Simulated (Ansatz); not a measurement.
The inner images of a band of C₃H₅NO (10 atoms, charge 0, multiplicity 1) are given out of order.

Theory: RKS BLYP-D4/def2-SVP (Ansatz).

First end point:

```xyz
10
Properties=species:S:1:pos:R:3
N -0.654 -2.789 0.565
C -0.104 -1.764 0.426
C 0.523 -0.452 0.233
C -0.503 0.663 -0.129
O 0.126 1.930 -0.244
H 1.285 -0.534 -0.573
H 1.063 -0.156 1.156
H -1.058 0.370 -1.050
H -1.247 0.749 0.688
H 0.651 1.932 -1.068
```

Last end point:

```xyz
10
Properties=species:S:1:pos:R:3
N -0.089 -2.431 -0.907
C 0.157 -1.548 -0.178
C 0.416 -0.369 0.660
C -0.331 0.881 0.110
O 0.064 1.213 -1.207
H 1.508 -0.172 0.670
H 0.103 -0.581 1.705
H -1.431 0.712 0.199
H -0.074 1.747 0.752
H -0.238 0.497 -1.801
```

Task: Put them in order from the first end to the last, with their energies above the first end.
A.
```xyz
10
Properties=species:S:1:pos:R:3
N -0.307 -2.669 -0.528
C 0.059 -1.666 -0.049
C 0.449 -0.390 0.565
C -0.394 0.834 0.078
O 0.182 1.501 -1.032
H 1.515 -0.177 0.340
H 0.370 -0.500 1.667
H -1.441 0.506 -0.116
H -0.428 1.574 0.901
H 0.077 0.936 -1.822
```
B.
```xyz
10
Properties=species:S:1:pos:R:3
N -0.625 -2.813 0.356
C -0.097 -1.768 0.357
C 0.518 -0.436 0.306
C -0.494 0.686 -0.083
O 0.169 1.907 -0.373
H 1.339 -0.457 -0.442
H 0.987 -0.199 1.283
H -1.133 0.332 -0.924
H -1.166 0.883 0.776
H 0.584 1.814 -1.253
```
C.
```xyz
10
Properties=species:S:1:pos:R:3
N -0.206 -2.565 -0.718
C 0.108 -1.608 -0.121
C 0.433 -0.376 0.611
C -0.363 0.859 0.099
O 0.131 1.361 -1.130
H 1.517 -0.164 0.507
H 0.231 -0.543 1.691
H -1.447 0.601 0.052
H -0.247 1.673 0.843
H -0.073 0.711 -1.830
```
D.
```xyz
10
Properties=species:S:1:pos:R:3
N -0.400 -2.740 -0.343
C 0.012 -1.711 0.034
C 0.467 -0.404 0.520
C -0.423 0.806 0.051
O 0.217 1.625 -0.914
H 1.502 -0.212 0.168
H 0.519 -0.447 1.628
H -1.409 0.426 -0.299
H -0.616 1.455 0.927
H 0.214 1.151 -1.768
```
E.
```xyz
10
Properties=species:S:1:pos:R:3
N -0.539 -2.807 -0.003
C -0.064 -1.758 0.210
C 0.499 -0.420 0.427
C -0.466 0.744 -0.008
O 0.225 1.807 -0.648
H 1.436 -0.326 -0.160
H 0.792 -0.317 1.492
H -1.284 0.331 -0.640
H -0.939 1.177 0.895
H 0.423 1.517 -1.560
```
F.
```xyz
10
Properties=species:S:1:pos:R:3
N -0.585 -2.818 0.167
C -0.084 -1.766 0.287
C 0.509 -0.427 0.372
C -0.481 0.713 -0.043
O 0.204 1.866 -0.510
H 1.389 -0.389 -0.305
H 0.897 -0.254 1.397
H -1.209 0.320 -0.788
H -1.064 1.030 0.845
H 0.507 1.673 -1.419
```
G.
```xyz
10
Properties=species:S:1:pos:R:3
N -0.478 -2.785 -0.168
C -0.034 -1.742 0.126
C 0.484 -0.414 0.475
C -0.449 0.774 0.020
O 0.233 1.731 -0.777
H 1.474 -0.268 -0.005
H 0.665 -0.381 1.569
H -1.351 0.364 -0.487
H -0.799 1.315 0.921
H 0.339 1.354 -1.672
```

Result: B (+0.5 kcal/mol), F (+1.6 kcal/mol), E (+2.8 kcal/mol), G (+3.3 kcal/mol), D (+2.6 kcal/mol), A (+0.9 kcal/mol), C (-0.7 kcal/mol).

The run took 65 s on 2 threads of Arm Neoverse V2, on a shared host, peak memory 0.12 GiB.
